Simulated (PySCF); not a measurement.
# CF2: relaxation and vibrations of the singlet

Aim: relax CF2 as a singlet from a bent start, check by its vibrations whether the end is a minimum, and collect its spectrum and constants.

Program: PySCF 2.14.0. Level of theory: PBE0, basis C def2-TZVP, F def2-TZVP, no relativity, density fitting. These are calculated values, not measurements.

## (1) The system as given

3 atoms, charge 0, spin multiplicity 1.

Bond lengths: C1–F2 1.390 Å, C1–F3 1.390 Å. Angles: F2–C1–F3 110.0°.

```xyz
3
charge 0 multiplicity 1
C     0.0000    0.0000    0.0000
F     1.1386    0.0000    0.7973
F    -1.1386    0.0000    0.7973
```

## (2) First SCF at the start

The steps below are one call of a driver around PySCF. For each, scf.py gives the equivalent set-up of the SCF; relaxations use the driver's own optimiser. After this first run the driver tries any further starts and a stability analysis.

scf.py

```python
from pyscf import gto, scf, dft
mol = gto.M(atom='''
C      0.000000     0.000000     0.000000
F      1.138600     0.000000     0.797300
F     -1.138600     0.000000     0.797300''',
    basis={'C': 'def2-TZVP', 'F': 'def2-TZVP'},
    charge=0, spin=0)
mf = dft.RKS(mol, xc='PBE0')
mf.grids.atom_grid = (50, 194)
aux = {'C': 'def2-universal-JKFIT', 'F': 'def2-universal-JKFIT'}
mf = mf.density_fit(auxbasis=aux)
mf.conv_tol = 1e-08
mf.diis_space = 10
mf.max_cycle = 60
mf.init_guess = 'minao'
mf.verbose = 4
mf.kernel()
```

Run with:

```console
$ OMP_NUM_THREADS=2 python axn.py task.json out
```

The log of the run:

```text
init E= -237.64095314987
  HOMO = -0.284184623349155  LUMO = -0.0918022891589345  gap/eV = 5.23499
cycle= 1 E= -237.459726341403  delta_E= 0.181  |g|= 0.709  |ddm|= 1.39
  HOMO = -0.362196825945677  LUMO = -0.180497012773962  gap/eV = 4.94430
cycle= 2 E= -237.199850153778  delta_E= 0.26  |g|= 1.47  |ddm|= 0.936
  HOMO = -0.344542386724971  LUMO = -0.127342303357906  gap/eV = 5.91032
cycle= 3 E= -237.552018544374  delta_E= -0.352  |g|= 0.0525  |ddm|= 0.591
  HOMO = -0.336742225138241  LUMO = -0.113442236803426  gap/eV = 6.07630
cycle= 4 E= -237.552441646634  delta_E= -0.000423  |g|= 0.0178  |ddm|= 0.0415
  HOMO = -0.339716874653263  LUMO = -0.11598751453969  gap/eV = 6.08799
cycle= 5 E= -237.552484474981  delta_E= -4.28e-05  |g|= 0.00276  |ddm|= 0.0119
  HOMO = -0.338968090851342  LUMO = -0.115315201928787  gap/eV = 6.08591
cycle= 6 E= -237.552486400546  delta_E= -1.93e-06  |g|= 0.000424  |ddm|= 0.00271
  HOMO = -0.339062297281544  LUMO = -0.11542657571745  gap/eV = 6.08544
cycle= 7 E= -237.552486453726  delta_E= -5.32e-08  |g|= 0.000103  |ddm|= 0.00051
  HOMO = -0.339064790369275  LUMO = -0.115432238067392  gap/eV = 6.08535
cycle= 8 E= -237.552486455845  delta_E= -2.12e-09  |g|= 1.06e-05  |ddm|= 8.29e-05
  HOMO = -0.339064061030836  LUMO = -0.115432040686358  gap/eV = 6.08534
Extra cycle  E= -237.552486455844  delta_E= 6.25e-13  |g|= 1.2e-05  |ddm|= 9.85e-06
converged SCF energy = -237.552486455844
```

This step, with its further starts and checks, took 4.1 s on 2 threads of Arm Neoverse V1, shared host.

The starts that the driver tried:

| start | energy (Eh) |
| --- | --- |
| the minimal-basis guess | -237.552486 |
| a thermally smeared density | -237.552486 |
| a smeared PBE density | -237.552486 |

No lower closed-shell solution turned up from the other starts or in the test of internal stability.

## (3) Bent start, singlet: relaxation

The program finds C2v symmetry in the start, which this walk keeps.

scf.py: that of step 2 with these lines changed.

```diff
@@ -3,3 +3,3 @@
-C      0.000000     0.000000     0.000000
-F      1.138600     0.000000     0.797300
-F     -1.138600     0.000000     0.797300''',
+C      0.000000     0.000000    -0.605936
+F      1.138600     0.000000     0.191364
+F     -1.138600     0.000000     0.191364''',
@@ -15 +14,0 @@
-mf.init_guess = 'minao'
```

The optimiser's trace:

| step | energy (Eh) | change (kJ/mol) | largest symmetric gradient (Eh/bohr) |
| --- | --- | --- | --- |
| 0 | -237.552486 | 0.00 | 0.06841 |
| 1 | -237.563534 | -29.01 | 0.04482 |
| 2 | -237.564955 | -32.74 | 0.06066 |
| 3 | -237.566592 | -37.04 | 0.03360 |
| 4 | -237.569206 | -43.90 | 0.00425 |
| 5 | -237.569235 | -43.97 | 0.00078 |
| 6 | -237.569236 | -43.98 | 0.00001 |

The walk took 4.2 s.

Geometry (Å) and forces (eV/Å) at some steps:

```
step 0
C    0.000   0.000  -0.606   0.000   0.000   2.291
F    1.139   0.000   0.191  -3.518   0.000  -1.145
F   -1.139   0.000   0.191   3.518   0.000  -1.145
step 1
C    0.000   0.000  -0.638   0.000   0.000   0.921
F    0.966   0.000   0.208   2.305   0.000  -0.460
F   -0.966   0.000   0.208  -2.305   0.000  -0.460
step 3
C    0.000   0.000  -0.617   0.000   0.000   1.728
F    1.059   0.000   0.197  -1.528   0.000  -0.864
F   -1.059   0.000   0.197   1.528   0.000  -0.864
step 6
C    0.000   0.000  -0.602   0.000   0.000   0.000
F    1.026   0.000   0.189   0.000   0.000   0.000
F   -1.026   0.000   0.189   0.000   0.000   0.000
```

It settles in C2v symmetry, 44.0 kJ/mol below the start, after 6 steps: C–F 1.296 Å (×2); F–C–F 104.7°.

## (4) Hessian and properties

The point is checked on the finer grid, and tightened if its gradient asks for it. The Hessian and the dipole derivatives come from central differences of analytic gradients, with steps of 0.02 bohr.

scf.py: that of step 3 with these lines changed.

```diff
@@ -3,3 +3,3 @@
-C      0.000000     0.000000    -0.605936
-F      1.138600     0.000000     0.191364
-F     -1.138600     0.000000     0.191364''',
+C      0.000000     0.000000    -0.601289
+F      1.026466     0.000000     0.189882
+F     -1.026466     0.000000     0.189882''',
@@ -9 +9 @@
-mf.grids.atom_grid = (50, 194)
+mf.grids.atom_grid = (75, 302)
@@ -12 +12 @@
-mf.conv_tol = 1e-08
+mf.conv_tol = 1e-10
```

The driver hands on the density of the step before, so the log starts near convergence.

Log of the central SCF (cycles and frontier levels):

```text
init E= -237.569259463621
  HOMO = -0.322426054477496  LUMO = -0.0824480424317819  gap/eV = 6.53013
cycle= 1 E= -237.569259463623  delta_E= -1.59e-12  |g|= 6.36e-07  |ddm|= 7.1e-07
  HOMO = -0.322425954304197  LUMO = -0.0824479200243431  gap/eV = 6.53013
Extra cycle  E= -237.569259463622  delta_E= 2.84e-13  |g|= 7.67e-07  |ddm|= 5.64e-07
converged SCF energy = -237.569259463622
```

The whole step took 11 s.

Geometry: C2v; C–F 1.296 Å (×2); F–C–F 104.8°.

Harmonic modes (main isotopes):

```
symmetry  ω (cm⁻¹)  IR (km/mol)  μ (u)
      a1       682          3.3  17.75
      b2      1160          374  13.69
      a1      1262          118  13.84
```

All wavenumbers are real: a minimum.

Properties at this point:

```yaml
Dipole_moment: 0.69 D
Highest_occupied_level: -8.77 eV
Lowest_empty_level: -2.24 eV
Rotational_constants: 2.953, 0.4211, 0.3685 cm⁻¹
Zero-point_energy: 18.6 kJ/mol
Principal_polarisabilities: 12.8, 13.4, 17.4 bohr³
Atomisation_energy_without_zero-point_energy: 1080 kJ/mol
Principal_traceless_quadrupole_moments_about_the_centre_of_mass: -2.17, 0.03, 2.14 D Å
Entropy_at_298.15_K_and_1_bar: 240.6 J/(mol K)
Heat_capacity_Cp_at_298.15_K: 38.6 J/(mol K)
Enthalpy_at_298.15_K_above_0_K: 10.32 kJ/mol
Rotational_symmetry_number: 2
```

Populations by atom (charges in e):

```
atom  Mulliken  Löwdin  polar tensor  Mayer order to C1
  C1      0.13   -0.48          0.86                  –
F2,3     -0.06    0.24         -0.43               1.16
```

Mulliken populations on C1: s 3.85, p 1.81, d 0.18, f 0.03.

## (5) Stability of the closed shell

At the lowest minimum the closed shell is tested against spin polarisation, on the (50, 194) grid. It is stable.

## (6) Results

```
                                 quantity                           value
                                  minimum                    singlet, C2v
                                 geometry  C–F 1.296 Å (×2); F–C–F 104.8°
                       wavenumbers (cm⁻¹)  682 (a1), 1160 (b2), 1262 (a1)
                            dipole moment                          0.69 D
     highest occupied, lowest empty level                 -8.77, -2.24 eV
                polar-tensor charge of C1                         +0.86 e
                        zero-point energy                     18.6 kJ/mol
                      entropy at 298.15 K                 240.6 J/(mol K)
atomisation energy (no zero-point energy)                     1080 kJ/mol
```

In words: The bent start keeps its C2v symmetry and ends in a minimum. In the infrared the band at 1160 cm⁻¹ (b2) leads. Other starts or spin states, not run here, may lie lower.

The search up to here took 21 s on 2 threads of Arm Neoverse V1, shared host.
